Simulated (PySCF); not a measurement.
## Where the electron goes

Compound: C₃H₅NOS.
Atom-mapped SMILES: `[NH2:1][C:2](=[O:3])[C@H:4]1[CH2:5][S:6]1` (hydrogens: H7, H8 on N1; H9 on C4; H10, H11 on C5)

Geometry (GFN2-xTB, Å), atoms numbered from 1 in this order:
```
atom  x, y, z in Å
N1     1.5576   -0.0420   -0.5391
C2     0.8712   -0.4584    0.5429
O3     1.3790   -0.7500    1.6011
C4    -0.6274   -0.4812    0.3750
C5    -1.3373    0.7618   -0.0317
S6    -1.3340   -0.5232   -1.2861
H7     1.0973    0.0489   -1.4313
H8     2.5628   -0.0448   -0.5051
H9    -1.1183   -1.1211    1.1005
H10   -2.2998    0.9755    0.4135
H11   -0.7457    1.6372   -0.2655
```

Method: TDDFT CAM-B3LYP/def2-SVPD, vertical, gas phase, core orbitals frozen in the response in PySCF.

Kohn–Sham orbitals with the atoms that hold most of them (Löwdin shares over 4%, at most four atoms; ? is withheld):

```tsv
orbital	ε (eV)	atoms
HOMO-3	-10.91	S6 33%, C4 30%, C5 16%, O3 6%
HOMO-2	-9.62	N1 41%, O3 35%, C2 11%
HOMO-1	-9.31	O3 54%, S6 14%, N1 8%, C2 8%
HOMO	?	?
LUMO	0.43	?
LUMO+1	1.06	S6 62%, C5 9%, H10 6%, O3 5%
LUMO+2	1.23	S6 30%, H7 11%, C5 10%, H8 9%
```

**Question.** Which atoms hold the LUMO, and with what shares?

**Answer.** S6 (bonded to 2 C) 48%; C4 (bonded to 2 C, S and H) 14%; C5 (bonded to C, S and 2 H) 12%; C2 (bonded to C, N and O) 9%. By element: sulfur 48%, carbon 35%.

**Question.** Which atoms hold the HOMO, and with what shares?

**Answer.** S6 (bonded to 2 C) 61%; O3 (bonded to C) 12%; C4 (bonded to 2 C, S and H) 7%; C5 (bonded to C, S and 2 H) 7%. By element: sulfur 61%, carbon 14% or more, oxygen 12%.

**Question.** What is the HOMO energy, and the HOMO–LUMO gap?

**Answer.** ε(HOMO) = -8.51 eV; the gap is 8.94 eV (0.3284 hartree).

**Question.** The HOMO–LUMO gap is 8.94 eV. Where does the response calculation put the lowest singlet, and from which orbitals?

**Answer.** S1 is at 4.91 eV (f = 0.0006), 4.03 eV below the gap, made of HOMO→LUMO (89%). Without the coupling terms of the response equations the lowest excitation would equal the gap.

**Question.** Give energy, strength and leading configuration of S1 and S5, and follow the Löwdin shares of the leading atoms from the occupied to the empty orbital.

**Answer.** 
- S1 (4.91 eV, f 0.0006), HOMO→LUMO (89%): S6 61% → 48%, O3 12% → at most 9%, C4 7% → 14%
- S5 (7.02 eV, f 0.046), HOMO-2→LUMO (79%): N1 41% → at most 9%, O3 35% → at most 9%, S6 at most 4% → 48%, C4 at most 4% → 14%

One conformer stands for the species.
